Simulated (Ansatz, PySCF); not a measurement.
System: formamide, CH3NO (charge 0, singlet). SMILES: NC=O
Structure (B3LYP-D3(BJ)/def2-TZVP (Ansatz, a quantum-chemistry and plane-wave program) minimum search):
```xyz
6

N     -1.0698     0.1943     0.1075
C      0.2724     0.3136    -0.0479
O      1.0507    -0.6113    -0.0819
H     -1.4767    -0.7220     0.2042
H     -1.6667     1.0020     0.1281
H      0.5920     1.3678    -0.1427
```

Harmonic wavenumbers (cm⁻¹) at HF/3-21G (Ansatz, at its own minimum) and at B3LYP-D3(BJ)/def2-TZVP (PySCF, at the structure above). Modes are numbered in rising order, 12 in all, and paired by that order; shown are modes over 250 cm⁻¹ that lie over 6 % from every other mode at both levels, one of each degenerate set, at most eight drawn at random. The second level is harmonic too, so this factor is not the one that brings values to measured fundamentals.

```json
[
 {"mode": "2", "HF/3-21G (x)": "620", "B3LYP-D3(BJ)/def2-TZVP (y)": "571"},
 {"mode": "3", "HF/3-21G (x)": "716", "B3LYP-D3(BJ)/def2-TZVP (y)": "644"},
 {"mode": "6", "HF/3-21G (x)": "1358", "B3LYP-D3(BJ)/def2-TZVP (y)": "1269"},
 {"mode": "10", "HF/3-21G (x)": "3202", "B3LYP-D3(BJ)/def2-TZVP (y)": "2936"}
]
```

Problem. Fit one scale factor, y = λ·x, by least squares, and use it for mode 7, which lies at 1572 cm⁻¹ at HF/3-21G.

Solution. λ = Σxy/Σx² = 11939498/12994024 = 0.9188; the rows scatter about it by 13 cm⁻¹ (root mean square). Prediction for mode 7: 1444 cm⁻¹. The wavenumber at B3LYP-D3(BJ)/def2-TZVP is 1421 cm⁻¹, so the fit misses by +23 cm⁻¹, against +151 cm⁻¹ without it. The fit is meant for this molecule alone.
